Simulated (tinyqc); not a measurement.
Inside a calculation. Method: extended Hueckel theory, for CH4. Computed by tinyqc, a small Python program that keeps every step (integrals from PySCF). Settings: charge = 0, K = 2.0, multiplicity = 1. Command: `OMP_NUM_THREADS=1 python tinyqc.py 29597 29598 out.jsonl` (the two numbers bound the seeds that draw the settings). One thread of a shared host (Intel(R) Xeon(R) Processor @ 2.60GHz), about 0.01 s of CPU time with the checks.

## Overlaps

Geometry (angstrom):
```
atom        x        y        z
C      0.0000   0.0000   0.0000
H      0.6190   0.6190   0.6190
H      0.6190  -0.6190  -0.6190
H     -0.6190   0.6190  -0.6190
H     -0.6190  -0.6190   0.6190
```

Parameters chosen for this run:
```
element  shell  Slater exponent  H_ii (eV)
C           2s           1.6250   -21.4000
C           2p           1.6250   -11.4000
H           1s           1.3000   -13.6000
```

Slater orbitals, each expanded in six Gaussians scaled to its exponent.

overlap S, lower triangle:
```
         1C 2s   1C 2px   1C 2py   1C 2pz   2H 1s   3H 1s   4H 1s   5H 1s
1C 2s   1.0000
1C 2px  0.0000   1.0000
1C 2py  0.0000   0.0000   1.0000
1C 2pz  0.0000   0.0000   0.0000   1.0000
2H 1s   0.5024   0.2872   0.2872   0.2872  1.0000
3H 1s   0.5024   0.2872  -0.2872  -0.2872  0.1554  1.0000
4H 1s   0.5024  -0.2872   0.2872  -0.2872  0.1554  0.1554  1.0000
5H 1s   0.5024  -0.2872  -0.2872   0.2872  0.1554  0.1554  0.1554  1.0000
```

## Wolfsberg-Helmholz matrix

diagonal H_ii (eV): 1C 2s -21.4000, 1C 2px -11.4000, 1C 2py -11.4000, 1C 2pz -11.4000, 2H 1s -13.6000, 3H 1s -13.6000, 4H 1s -13.6000, 5H 1s -13.6000

K = 2.0000

H_ij = K' S_ij (H_ii + H_jj)/2 for i != j (the diagonal keeps H_ii), with K' = 2.

H (eV), lower triangle:
```
           1C 2s    1C 2px    1C 2py    1C 2pz     2H 1s     3H 1s     4H 1s     5H 1s
1C 2s   -21.4000
1C 2px    0.0000  -11.4000
1C 2py    0.0000    0.0000  -11.4000
1C 2pz    0.0000    0.0000    0.0000  -11.4000
2H 1s   -17.5841   -7.1805   -7.1805   -7.1805  -13.6000
3H 1s   -17.5841   -7.1805    7.1805    7.1805   -4.2276  -13.6000
4H 1s   -17.5841    7.1805   -7.1805    7.1805   -4.2276   -4.2276  -13.6000
5H 1s   -17.5841    7.1805    7.1805   -7.1805   -4.2276   -4.2276   -4.2276  -13.6000
```

## Orbitals

valence electrons = 8

Solve H C = S C e through S^(-1/2); fill by pairs from the bottom, a degenerate level sharing its electrons equally; each orbital has its largest coefficient positive (the first on a tie).

orbital energies (eV): -26.7363  -16.5393  -16.5393  -16.5393  11.6779  11.6779  11.6779  55.2325

occupations: 2.0000  2.0000  2.0000  2.0000  0.0000  0.0000  0.0000  0.0000

coefficients:
```
           MO1      MO2      MO3      MO4      MO5      MO6      MO7      MO8
1C 2s   0.5875   0.0000   0.0000   0.0000   0.0000   0.0000   0.0000   1.6929
1C 2px  0.0000  -0.2603   0.4748   0.1529  -0.0067   0.2935   1.1129   0.0000
1C 2py  0.0000   0.0867  -0.1268   0.5412   0.7706   0.8278  -0.2137   0.0000
1C 2pz  0.0000   0.4912   0.2740  -0.0145   0.8549  -0.7439   0.2013   0.0000
2H 1s   0.1888   0.1679   0.3288   0.3593  -0.8866  -0.2067  -0.6027  -0.7154
3H 1s   0.1888  -0.4431   0.1732  -0.1977   0.8939  -0.1148  -0.6163  -0.7154
4H 1s   0.1888  -0.0762  -0.4629   0.2130   0.0425  -0.7000   0.8368  -0.7154
5H 1s   0.1888   0.3515  -0.0391  -0.3747  -0.0498   1.0215   0.3822  -0.7154
```

sum of one-electron energies = -152.7082 eV

Within a degenerate level the vectors are fixed only up to a rotation; this is one choice.

## Mulliken analysis

P = C n C^T; charge = valence electrons (C 4, H 1) minus the sum of (P S)_ii on the atom; overlap population = 2 sum P_ij S_ij between two atoms.

charges: 1C -0.1890, 2H 0.0472, 3H 0.0472, 4H 0.0472, 5H 0.0472

Overlap populations:
```
pair      value
2-1    0.799709
3-1    0.799709
3-2   -0.032853
4-1    0.799709
4-2   -0.032853
4-3   -0.032853
5-1    0.799709
5-2   -0.032853
5-3   -0.032853
5-4   -0.032853
```
